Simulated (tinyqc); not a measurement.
RHF in the sto-6g basis, for HF, spin multiplicity 1, step by step (part 1 of 2). Computed by tinyqc, a small Python program that keeps every step (integrals from PySCF). Settings: charge = 0, multiplicity = 1, basis = sto-6g, energy threshold = 1e-09, iteration cap = 90, orthogonalisation = canonical, start = atomic densities, DIIS depth = 6, method = RHF. Command: `OMP_NUM_THREADS=1 python tinyqc.py 28256 28257 out.jsonl` (the two numbers bound the seeds that draw the settings). One thread of a shared host (Intel(R) Xeon(R) Processor @ 2.60GHz), about 0.1 s of CPU time with the checks. Later iterations appear only in the table of the cycle.

## One-electron integrals

Geometry (angstrom):
```
atom         x         y         z
F     0.000000  0.000000  0.000000
H     0.000000  0.000000  0.823000
```

Basis sto-6g: exponents (1/bohr^2) and contraction coefficients of normalised primitives:
```
element  l (shell)     exponent  coefficient
F            s (1)  1728.626574     0.009164
F            s (1)   316.941790     0.049361
F            s (1)    88.668891     0.168538
F            s (1)    30.460157     0.370563
F            s (1)    11.828570     0.416492
F            s (1)     4.871659     0.130334
F            s (2)    67.032281    -0.013253
F            s (2)    13.267438    -0.046992
F            s (2)     4.123510    -0.033785
F            s (2)     1.586463     0.250242
F            s (2)     0.689002     0.595117
F            s (2)     0.315820     0.240706
F            p (3)    67.032281     0.003760
F            p (3)    13.267438     0.037679
F            p (3)     4.123510     0.173897
F            p (3)     1.586463     0.418036
F            p (3)     0.689002     0.425860
F            p (3)     0.315820     0.101708
H            s (1)    35.523221     0.009164
H            s (1)     6.513144     0.049361
H            s (1)     1.822143     0.168538
H            s (1)     0.625955     0.370563
H            s (1)     0.243077     0.416492
H            s (1)     0.100112     0.130334
```

Overlap, kinetic and nuclear-attraction integrals over the contracted functions; the nuclear repulsion is the sum of Za Zb / Rab.

nuclear repulsion = 5.78687108 hartree

overlap S, lower triangle:
```
           1F 1s     1F 2s    1F 2px    1F 2py    1F 2pz     2H 1s
1F 1s   1.000000
1F 2s   0.232479  1.000000
1F 2px  0.000000  0.000000  1.000000
1F 2py  0.000000  0.000000  0.000000  1.000000
1F 2pz  0.000000  0.000000  0.000000  0.000000  1.000000
2H 1s   0.062811  0.516795  0.000000  0.000000  0.378656  1.000000
```

kinetic energy T (hartree), lower triangle:
```
            1F 1s     1F 2s    1F 2px    1F 2py    1F 2pz     2H 1s
1F 1s   37.397730
1F 2s   -1.143349  1.082297
1F 2px   0.000000  0.000000  3.251325
1F 2py   0.000000  0.000000  0.000000  3.251325
1F 2pz   0.000000  0.000000  0.000000  0.000000  3.251325
2H 1s    0.003982  0.184725  0.000000  0.000000  0.353904  0.768522
```

nuclear attraction V (hartree), lower triangle:
```
             1F 1s       1F 2s      1F 2px      1F 2py      1F 2pz      2H 1s
1F 1s   -78.465437
1F 2s    -8.015191  -12.108381
1F 2px    0.000000    0.000000  -12.057707
1F 2py    0.000000    0.000000    0.000000  -12.057707
1F 2pz   -0.019771   -0.216008    0.000000    0.000000  -12.208199
2H 1s    -2.495049   -4.993974    0.000000    0.000000   -3.317364  -6.668312
```

core Hamiltonian H = T + V (hartree), lower triangle:
```
             1F 1s       1F 2s     1F 2px     1F 2py     1F 2pz      2H 1s
1F 1s   -41.067708
1F 2s    -9.158540  -11.026084
1F 2px    0.000000    0.000000  -8.806382
1F 2py    0.000000    0.000000   0.000000  -8.806382
1F 2pz   -0.019771   -0.216008   0.000000   0.000000  -8.956873
2H 1s    -2.491068   -4.809249   0.000000   0.000000  -2.963460  -5.899789
```

## Two-electron integrals

Functions are numbered as in S; the eight-fold symmetry (ij|kl) = (ji|kl) = (kl|ij) leaves the list below.

Two-electron integrals (ij|kl) in chemists' order, unique and non-zero (hartree):
```
(11|11) 5.406240   (21|11) 0.768129   (21|21) 0.138909   (22|11) 1.266271
(22|21) 0.283987   (22|22) 0.926367   (31|31) 0.029452   (32|31) 0.044681
(32|32) 0.204753   (33|11) 1.266273   (33|21) 0.283987   (33|22) 0.926366
(33|33) 0.998085   (41|41) 0.029452   (42|41) 0.044681   (42|42) 0.204753
(43|43) 0.053789   (44|11) 1.266273   (44|21) 0.283987   (44|22) 0.926366
(44|33) 0.890506   (44|44) 0.998085   (51|51) 0.029452   (52|51) 0.044681
(52|52) 0.204753   (53|53) 0.053789   (54|54) 0.053789   (55|11) 1.266273
(55|21) 0.283987   (55|22) 0.926366   (55|33) 0.890506   (55|44) 0.890506
(55|55) 0.998085   (61|11) 0.222008   (61|21) 0.038445   (61|22) 0.076746
(61|33) 0.076609   (61|44) 0.076609   (61|51) 0.001656   (61|52) 0.003215
(61|55) 0.077021   (61|61) 0.010819   (62|11) 0.499852   (62|21) 0.113491
(62|22) 0.405615   (62|33) 0.400253   (62|44) 0.400253   (62|51) 0.008064
(62|52) 0.057512   (62|55) 0.416338   (62|61) 0.031324   (62|62) 0.208853
(63|31) 0.013375   (63|32) 0.073832   (63|53) 0.012335   (63|63) 0.032721
(64|41) 0.013375   (64|42) 0.073832   (64|54) 0.012335   (64|64) 0.032721
(65|11) 0.310429   (65|21) 0.071553   (65|22) 0.273292   (65|33) 0.261172
(65|44) 0.261172   (65|51) 0.018065   (65|52) 0.112144   (65|55) 0.297532
(65|61) 0.020750   (65|62) 0.172645   (65|65) 0.175212   (66|11) 0.602102
(66|21) 0.139196   (66|22) 0.565222   (66|33) 0.545454   (66|44) 0.545454
(66|51) 0.014171   (66|52) 0.134814   (66|55) 0.604758   (66|61) 0.038826
(66|62) 0.351638   (66|65) 0.337809   (66|66) 0.774999
```

## Orthogonalisation

S = U s U^T; canonical form X = U s^(-1/2), so that X^T S X = 1. Each column of U has its largest component positive (the first on a tie).

eigenvalues of S: 0.346380  0.850185  1.000000  1.000000  1.114942  1.688493

X:
```
                1          2         3          4          5         6
1F 1s    0.246709   0.781964  0.000000   0.000000  -0.592371  0.200414
1F 2s   -1.008132  -0.443621  0.000000   0.000000  -0.344192  0.454350
1F 2px   0.000000   0.000000  0.246182   0.969224   0.000000  0.000000
1F 2py   0.000000   0.000000  0.969224  -0.246182   0.000000  0.000000
1F 2pz  -0.674365   0.564043  0.000000   0.000000   0.625672  0.283319
2H 1s    1.164061  -0.223163  0.000000   0.000000   0.189924  0.515146
```

Within a degenerate level the vectors are fixed only up to a rotation; this is one choice.

## Starting guess

The start is atomic minimal-basis densities projected into this basis (PySCF's MINAO start) and scaled to the electron count of each spin; this density is not idempotent, so its energy is not variational and may lie below the converged one.

D at the start, lower triangle:
```
            1F 1s      1F 2s    1F 2px    1F 2py    1F 2pz     2H 1s
1F 1s    2.151346
1F 2s   -0.493087   2.135183
1F 2px   0.000000   0.000000  1.636846
1F 2py   0.000000   0.000000  0.000000  1.636846
1F 2pz   0.016196  -0.107943  0.000000  0.000000  1.491474
2H 1s   -0.012797   0.021401  0.000000  0.000000  0.158762  1.036825
```

## Iteration 1: building the Fock matrix

J_ij = sum D_kl (ij|kl), K_ij = sum D_kl (ik|jl); F = H + J - 0.5 K; E = tr D H + tr D J / 2 - 0.25 tr D K + E_nn.

Coulomb J (hartree), lower triangle:
```
            1F 1s     1F 2s    1F 2px    1F 2py    1F 2pz     2H 1s
1F 1s   20.349459
1F 2s    3.646048  9.524589
1F 2px   0.000000  0.000000  9.505230
1F 2py   0.000000  0.000000  0.000000  9.505230
1F 2pz   0.012040  0.135011  0.000000  0.000000  9.563302
2H 1s    1.016507  4.176149  0.000000  0.000000  2.868682  5.948751
```

exchange K (hartree), lower triangle:
```
            1F 1s     1F 2s    1F 2px    1F 2py    1F 2pz     2H 1s
1F 1s   11.317831
1F 2s    1.810364  3.221688
1F 2px   0.000000  0.000000  2.299125
1F 2py   0.000000  0.000000  0.000000  2.299125
1F 2pz   0.019725  0.152193  0.000000  0.000000  2.401667
2H 1s    0.563308  1.657217  0.000000  0.000000  1.029647  1.695026
```

Fock matrix F (hartree), lower triangle:
```
             1F 1s      1F 2s     1F 2px     1F 2py     1F 2pz      2H 1s
1F 1s   -26.377165
1F 2s    -6.417674  -3.112340
1F 2px    0.000000   0.000000  -0.450714
1F 2py    0.000000   0.000000   0.000000  -0.450714
1F 2pz   -0.017594  -0.157094   0.000000   0.000000  -0.594405
2H 1s    -1.756215  -1.461709   0.000000   0.000000  -0.609601  -0.798552
```

total energy of this density = -100.53052220 hartree

This density is the starting one; it is not idempotent, so its energy is not variational and may lie below the converged one.

## Iteration 1: diagonalisation and new density

Diagonalise F' = X^T F X, C = X C', fill 5 alpha and 5 beta electrons from the bottom; D = 2 C_occ C_occ^T. Each column has its largest component positive (the first on a tie).

F' = X^T F X (hartree), lower triangle:
```
           1           2          3          4           5          6
1   0.242670
2  -1.804183  -11.977571
3   0.000000    0.000000  -0.450714
4   0.000000    0.000000   0.000000  -0.450714
5   1.242747   11.216973   0.000000   0.000000  -11.980927
6  -0.208615   -5.530768   0.000000   0.000000    5.948917  -4.397606
```

orbital energies (hartree): MO1 -26.380868, MO2 -1.695151, MO3 -0.675679, MO4 -0.450714, MO5 -0.450714, MO6 0.638264

coefficients C:
```
              MO1        MO2        MO3        MO4       MO5        MO6
1F 1s    0.996875  -0.234544   0.075233   0.000000  0.000000   0.094715
1F 2s    0.014094   0.916195  -0.410258   0.000000  0.000000  -0.728086
1F 2px   0.000000   0.000000   0.000000  -0.688401  0.725331   0.000000
1F 2py   0.000000   0.000000   0.000000   0.725331  0.688401   0.000000
1F 2pz   0.002076   0.122242   0.799939   0.000000  0.000000  -0.767982
2H 1s   -0.003601   0.162502   0.362232   0.000000  0.000000   1.244449
```

D after iteration 1, lower triangle:
```
            1F 1s      1F 2s    1F 2px    1F 2py    1F 2pz     2H 1s
1F 1s    2.108863
1F 2s   -0.463406   2.015846
1F 2px   0.000000   0.000000  2.000000
1F 2py   0.000000   0.000000  0.000000  2.000000
1F 2pz   0.067161  -0.432310  0.000000  0.000000  1.309701
2H 1s   -0.028904   0.000449  0.000000  0.000000  0.619241  0.315264
```

Within a degenerate level the vectors are fixed only up to a rotation; this is one choice.

## Iteration 2: building the Fock matrix

As before.

Coulomb J (hartree), lower triangle:
```
            1F 1s     1F 2s    1F 2px    1F 2py    1F 2pz     2H 1s
1F 1s   20.527141
1F 2s    3.701876  9.705919
1F 2px   0.000000  0.000000  9.709432
1F 2py   0.000000  0.000000  0.000000  9.709432
1F 2pz  -0.007924  0.010224  0.000000  0.000000  9.698889
2H 1s    1.029356  4.187295  0.000000  0.000000  2.801536  5.800120
```

exchange K (hartree), lower triangle:
```
            1F 1s      1F 2s    1F 2px    1F 2py    1F 2pz     2H 1s
1F 1s   11.118173
1F 2s    1.779815   3.115202
1F 2px   0.000000   0.000000  2.632531
1F 2py   0.000000   0.000000  0.000000  2.632531
1F 2pz   0.001371  -0.087387  0.000000  0.000000  2.378582
2H 1s    0.527440   1.411459  0.000000  0.000000  0.919753  1.289446
```

Fock matrix F (hartree), lower triangle:
```
             1F 1s      1F 2s     1F 2px     1F 2py     1F 2pz      2H 1s
1F 1s   -26.099654
1F 2s    -6.346571  -2.877766
1F 2px    0.000000   0.000000  -0.413215
1F 2py    0.000000   0.000000   0.000000  -0.413215
1F 2pz   -0.028381  -0.162090   0.000000   0.000000  -0.447276
2H 1s    -1.725432  -1.327683   0.000000   0.000000  -0.621801  -0.744392
```

total energy of this density = -99.45099269 hartree

## Iteration 2: DIIS over 2 matrices

error matrix X^T (FDS - SDF) X:
```
          1          2         3         4          5          6
1  0.000000  -0.067145  0.000000  0.000000  -0.175603  -0.094449
2  0.067145   0.000000  0.000000  0.000000   0.045719   0.040128
3  0.000000   0.000000  0.000000  0.000000   0.000000   0.000000
4  0.000000   0.000000  0.000000  0.000000   0.000000   0.000000
5  0.175603  -0.045719  0.000000  0.000000   0.000000   0.040634
6  0.094449  -0.040128  0.000000  0.000000  -0.040634   0.000000
```

B (overlaps of the stored error matrices):
```
               1              2
1  6.8436820e+00  8.5072373e-02
2  8.5072373e-02  9.9233831e-02
```

Minimise |sum c_i e_i|^2 with sum c_i = 1: solve [B -1; -1 0][c; lambda] = [0; -1] with B_ij = tr e_i^T e_j, and take F = sum c_i F_i.

DIIS coefficients: 0.002091  0.997909

extrapolated F (hartree), lower triangle:
```
             1F 1s      1F 2s     1F 2px     1F 2py     1F 2pz      2H 1s
1F 1s   -26.100234
1F 2s    -6.346719  -2.878257
1F 2px    0.000000   0.000000  -0.413293
1F 2py    0.000000   0.000000   0.000000  -0.413293
1F 2pz   -0.028358  -0.162080   0.000000   0.000000  -0.447583
2H 1s    -1.725496  -1.327963   0.000000   0.000000  -0.621775  -0.744506
```

## Iteration 2: diagonalisation and new density

As before.

F' = X^T F X (hartree), lower triangle:
```
           1           2          3          4           5          6
1   0.321792
2  -1.796666  -11.750170
3   0.000000    0.000000  -0.413293
4   0.000000    0.000000   0.000000  -0.413293
5   1.159630   11.182215   0.000000   0.000000  -11.784825
6  -0.287951   -5.538545   0.000000   0.000000    5.861325  -4.236219
```

orbital energies (hartree): MO1 -26.103921, MO2 -1.475296, MO3 -0.588740, MO4 -0.413293, MO5 -0.413293, MO6 0.718534

coefficients C:
```
              MO1        MO2        MO3       MO4        MO5        MO6
1F 1s    0.996880  -0.230224   0.091867  0.000000   0.000000   0.090503
1F 2s    0.014328   0.892269  -0.504867  0.000000   0.000000  -0.697705
1F 2px   0.000000   0.000000   0.000000  0.999652  -0.026382   0.000000
1F 2py   0.000000   0.000000   0.000000  0.026382   0.999652   0.000000
1F 2pz   0.002827   0.145962   0.728623  0.000000   0.000000  -0.832131
2H 1s   -0.004528   0.188718   0.456502  0.000000   0.000000   1.209238
```

D after iteration 2, lower triangle:
```
            1F 1s      1F 2s    1F 2px    1F 2py    1F 2pz     2H 1s
1F 1s    2.110423
1F 2s   -0.475038   2.102481
1F 2px   0.000000   0.000000  2.000000
1F 2py   0.000000   0.000000  0.000000  2.000000
1F 2pz   0.072302  -0.475160  0.000000  0.000000  1.104410
2H 1s   -0.012047  -0.124301  0.000000  0.000000  0.720301  0.488057
```

Within a degenerate level the vectors are fixed only up to a rotation; this is one choice.

## Iteration 3: building the Fock matrix

As before.

Coulomb J (hartree), lower triangle:
```
            1F 1s     1F 2s    1F 2px    1F 2py    1F 2pz     2H 1s
1F 1s   20.417008
1F 2s    3.677641  9.645660
1F 2px   0.000000  0.000000  9.652002
1F 2py   0.000000  0.000000  0.000000  9.652002
1F 2pz  -0.007306  0.024858  0.000000  0.000000  9.632971
2H 1s    1.022839  4.174861  0.000000  0.000000  2.804936  5.826998
```

exchange K (hartree), lower triangle:
```
            1F 1s      1F 2s    1F 2px    1F 2py    1F 2pz     2H 1s
1F 1s   11.114822
1F 2s    1.771992   3.097372
1F 2px   0.000000   0.000000  2.628411
1F 2py   0.000000   0.000000  0.000000  2.628411
1F 2pz   0.003079  -0.090851  0.000000  0.000000  2.253471
2H 1s    0.525140   1.405775  0.000000  0.000000  0.940798  1.372044
```

Fock matrix F (hartree), lower triangle:
```
             1F 1s      1F 2s     1F 2px     1F 2py     1F 2pz      2H 1s
1F 1s   -26.208110
1F 2s    -6.366895  -2.929110
1F 2px    0.000000   0.000000  -0.468584
1F 2py    0.000000   0.000000   0.000000  -0.468584
1F 2pz   -0.028617  -0.145725   0.000000   0.000000  -0.450638
2H 1s    -1.730798  -1.337275   0.000000   0.000000  -0.628923  -0.758814
```

total energy of this density = -99.47246234 hartree

## Iteration 3: DIIS over 3 matrices

error matrix X^T (FDS - SDF) X:
```
          1          2         3         4          5          6
1  0.000000  -0.028527  0.000000  0.000000  -0.026799  -0.006552
2  0.028527   0.000000  0.000000  0.000000   0.005203   0.006700
3  0.000000   0.000000  0.000000  0.000000   0.000000   0.000000
4  0.000000   0.000000  0.000000  0.000000   0.000000   0.000000
5  0.026799  -0.005203  0.000000  0.000000   0.000000   0.005099
6  0.006552  -0.006700  0.000000  0.000000  -0.005099   0.000000
```

B (overlaps of the stored error matrices), lower triangle:
```
               1              2              3
1  6.8436820e+00
2  8.5072373e-02  9.9233831e-02
3  8.4489520e-03  1.5908360e-02  3.3457402e-03
```

As before.

DIIS coefficients: 0.000926  -0.178369  1.177444

extrapolated F (hartree), lower triangle:
```
             1F 1s      1F 2s     1F 2px     1F 2py     1F 2pz      2H 1s
1F 1s   -26.227612
1F 2s    -6.370567  -2.938438
1F 2px    0.000000   0.000000  -0.478444
1F 2py    0.000000   0.000000   0.000000  -0.478444
1F 2pz   -0.028649  -0.142817   0.000000   0.000000  -0.451371
2H 1s    -1.731779  -1.339101   0.000000   0.000000  -0.630175  -0.761423
```

## Iteration 3: diagonalisation and new density

As before.

F' = X^T F X (hartree), lower triangle:
```
           1           2          3          4           5          6
1   0.302099
2  -1.834894  -11.833198
3   0.000000    0.000000  -0.478444
4   0.000000    0.000000   0.000000  -0.478444
5   1.140755   11.221022   0.000000   0.000000  -11.855678
6  -0.287567   -5.549457   0.000000   0.000000    5.894737  -4.266932
```

orbital energies (hartree): MO1 -26.231144, MO2 -1.520479, MO3 -0.623079, MO4 -0.478444, MO5 -0.478444, MO6 0.720992

coefficients C:
```
              MO1        MO2        MO3        MO4       MO5        MO6
1F 1s    0.996953  -0.233148   0.085619   0.000000  0.000000   0.088313
1F 2s    0.014004   0.910512  -0.486793   0.000000  0.000000  -0.686904
1F 2px   0.000000   0.000000   0.000000  -0.090197  0.995924   0.000000
1F 2py   0.000000   0.000000   0.000000   0.995924  0.090197   0.000000
1F 2pz   0.002788   0.124041   0.718723   0.000000  0.000000  -0.844210
2H 1s   -0.004441   0.170037   0.483154   0.000000  0.000000   1.201630
```

D after iteration 3, lower triangle:
```
            1F 1s      1F 2s    1F 2px    1F 2py    1F 2pz     2H 1s
1F 1s    2.111206
1F 2s   -0.480002   2.132391
1F 2px   0.000000   0.000000  2.000000
1F 2py   0.000000   0.000000  0.000000  2.000000
1F 2pz   0.070792  -0.473778  0.000000  0.000000  1.063914
2H 1s   -0.005408  -0.160874  0.000000  0.000000  0.736667  0.524741
```

Within a degenerate level the vectors are fixed only up to a rotation; this is one choice.

## Iteration 7 (converged): orbitals

converged F (hartree), lower triangle:
```
             1F 1s      1F 2s     1F 2px     1F 2py     1F 2pz      2H 1s
1F 1s   -26.226301
1F 2s    -6.370101  -2.939010
1F 2px    0.000000   0.000000  -0.478510
1F 2py    0.000000   0.000000   0.000000  -0.478510
1F 2pz   -0.027998  -0.143121   0.000000   0.000000  -0.448993
2H 1s    -1.731676  -1.337490   0.000000   0.000000  -0.629359  -0.759027
```

As before.

F' = X^T F X (hartree), lower triangle:
```
           1           2          3          4           5          6
1   0.300061
2  -1.836737  -11.831153
3   0.000000    0.000000  -0.478510
4   0.000000    0.000000   0.000000  -0.478510
5   1.140082   11.221296   0.000000   0.000000  -11.854469
6  -0.286124   -5.549039   0.000000   0.000000    5.895218  -4.265077
```

orbital energies (hartree): MO1 -26.229825, MO2 -1.520560, MO3 -0.621346, MO4 -0.478510, MO5 -0.478510, MO6 0.721093

coefficients C:
```
              MO1        MO2        MO3        MO4       MO5        MO6
1F 1s    0.996955  -0.233353   0.085423   0.000000  0.000000   0.087931
1F 2s    0.013990   0.911944  -0.486308   0.000000  0.000000  -0.685346
1F 2px   0.000000   0.000000   0.000000   0.993318  0.115408   0.000000
1F 2py   0.000000   0.000000   0.000000  -0.115408  0.993318   0.000000
1F 2pz   0.002757   0.124107   0.718035   0.000000  0.000000  -0.844786
2H 1s   -0.004423   0.168004   0.484579   0.000000  0.000000   1.201343
```

D after iteration 7, lower triangle:
```
            1F 1s      1F 2s    1F 2px    1F 2py    1F 2pz     2H 1s
1F 1s    2.111341
1F 2s   -0.480800   2.136666
1F 2px   0.000000   0.000000  2.000000
1F 2py   0.000000   0.000000  0.000000  2.000000
1F 2pz   0.070248  -0.471938  0.000000  0.000000  1.061968
2H 1s   -0.004440  -0.165012  0.000000  0.000000  0.737566  0.526124
```

Within a degenerate level the vectors are fixed only up to a rotation; this is one choice.
